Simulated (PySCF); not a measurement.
Simulated outer-valence photoelectron spectrum of difluorosilane (`F[SiH2]F`). The calculation used EOM-IP-CCSD/aug-cc-pVDZ in PySCF, restricted Hartree–Fock reference, frozen core, non-relativistic, gas phase, PBE0-D3(BJ)/def2-SVP geometry.

Each root has a Gaussian of 0.6 eV full width with its one-hole share as area; cross sections and vibrations are left out, and the highest printed point is 100.

ionisation energy (eV), intensity and a bar:
```
     12.2          0 
     12.3          1 
     12.4          2 #
     12.5          5 #
     12.6         11 ###
     12.7         20 ######
     12.8         31 #########
     12.9         42 ############
     13.0         48 ##############
     13.1         47 ##############
     13.2         40 ############
     13.3         29 #########
     13.4         18 #####
     13.5         10 ###
     13.6          4 #
     13.7          2 #
     13.8          1 
     13.9          0 
     14.0          0 
     14.1          0 
     14.2          0 
     14.3          1 
     14.4          2 #
     14.5          6 ##
     14.6         12 ####
     14.7         22 #######
     14.8         36 ###########
     14.9         51 ###############
     15.0         65 ###################
     15.1         75 ######################
     15.2         80 ########################
     15.3         82 #########################
     15.4         82 #########################
     15.5         79 ########################
     15.6         75 #######################
     15.7         69 #####################
     15.8         60 ##################
     15.9         47 ##############
     16.0         33 ##########
     16.1         21 ######
     16.2         12 ####
     16.3          8 ##
     16.4         10 ###
     16.5         18 #####
     16.6         32 ##########
     16.7         51 ###############
     16.8         73 ######################
     16.9         91 ###########################
     17.0        100 ##############################
     17.1        100 ##############################
     17.2         93 ############################
     17.3         83 #########################
     17.4         73 ######################
     17.5         62 ###################
     17.6         49 ###############
     17.7         35 ###########
     17.8         22 #######
     17.9         12 ####
     18.0          6 ##
     18.1          2 #
     18.2          1 
     18.3          0
```

Q: Where are the maxima, and how many lines lie under the curve?

A: 3 maxima, at 13.0, 15.3 and 17.1 eV, from 7 lines. At this width some lines have no maximum of their own.

Q: List the lines with their holes.

A: 
```tsv
E (eV)	leading hole (HF orbital)	area	Koopmans (eV)
13.04	HOMO	0.96	13.69
15.03	HOMO-1	0.95	16.25
15.37	HOMO-2	0.95	17.62
15.76	HOMO-3	0.95	18.07
16.92	HOMO-4	0.94	18.95
17.06	HOMO-5	0.94	19.03
17.48	HOMO-6	0.95	19.55
```

The widest gap, 1.99 eV, lies between 13.04 and 15.03 eV. Only orbitals with −ε under 21 eV, eight at most, were ionised, so the high end of the curve may lack lines.

Hardware: x86-64 server, one thread (shared host). Cost: 88 s of wall time.
